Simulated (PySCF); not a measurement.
acetamide (C₂H₅NO), SMILES CC(N)=O.

Geometry: PBE-D3(BJ)/def2-SVP. A frequency run showed that this geometry is not a minimum. Other conformers were not sampled.

Two levels are set side by side: TDDFT-PBE/def2-SVPD (PySCF) and TDDFT-CAM-B3LYP/def2-SVPD (PySCF). Vertical, same geometry. The lowest singlet is HOMO→LUMO 100 % with PBE and HOMO→LUMO+1 95 % with the other functional; states are paired by order. Differences are taken from unrounded values.

```csv
quantity,TDDFT-CAM-B3LYP
lowest singlet excitation (eV),5.59
lowest triplet excitation (TDA) (eV),5.10
first bright state (f over 0.05) (eV),7.50
its oscillator strength,0.18
```

Task: What does TDDFT-PBE give, and how far is it from TDDFT-CAM-B3LYP? (Estimate from the structure and the level; the computed values follow.)

Result: 
```
quantity                               TDDFT-PBE  TDDFT-PBE minus TDDFT-CAM-B3LYP
-------------------------------------  ---------  -------------------------------
lowest singlet excitation (eV)              5.30                            -0.30
lowest triplet excitation (TDA) (eV)        4.80                            -0.30
first bright state (f over 0.05) (eV)       7.19                            -0.31
its oscillator strength                     0.16                            -0.02
```

A lower first singlet is the usual sign of a functional without exact exchange. Differences between two approximate levels are no errors against the true value.

Rough cost on one machine, each run with all the roots and properties that it gave: TDDFT-CAM-B3LYP against TDDFT-PBE about 5 times.
